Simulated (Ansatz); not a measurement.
A made-up structure of C$_{2}$HN, closed shell:

C1  (-0.300, -0.526, 0.918)
C2  (1.041, -0.122, 0.334)
N3  (-0.134, 0.117, -0.226)
H4  (2.052, 0.173, 0.454)
(Å)

It is relaxed with PBE-D4/def2-SVP and then PBE0-D4/def2-TZVP (Ansatz 0.2.0). Atoms count as bonded within 1.22 times the sum of their covalent radii (H–H: 0.88 Å). The end point is not checked to be a true minimum.

Does its bonding change? (Judge from chemistry; the calculation decides.)

By the calculation: No: no bond forms or breaks.

Where it ends: The first stage lowers the energy by 0.51 eV in 6 steps. It ends as C₂HN (C1=CN=1):
```json
{"atom": "C1", "x (Å)": "-0.2492", "y (Å)": "-0.5527", "z (Å)": "0.9252"}
{"atom": "C2", "x (Å)": "0.9659", "y (Å)": "-0.0735", "z (Å)": "0.4389"}
{"atom": "N3", "x (Å)": "-0.0833", "y (Å)": "0.1314", "z (Å)": "-0.2805"}
{"atom": "H4", "x (Å)": "2.0254", "y (Å)": "0.1369", "z (Å)": "0.3968"}
```

For scale, one of the runs: PBE0-D4/def2-TZVP relaxation, 99 basis functions, launched by `ansatz run in.yaml --threads 2 --pin off --events-out ev --progress --plain --max-ram 4352MiB`. The run took about 4.4 s on 2 CPU threads of an Arm Neoverse V2 (shared host).
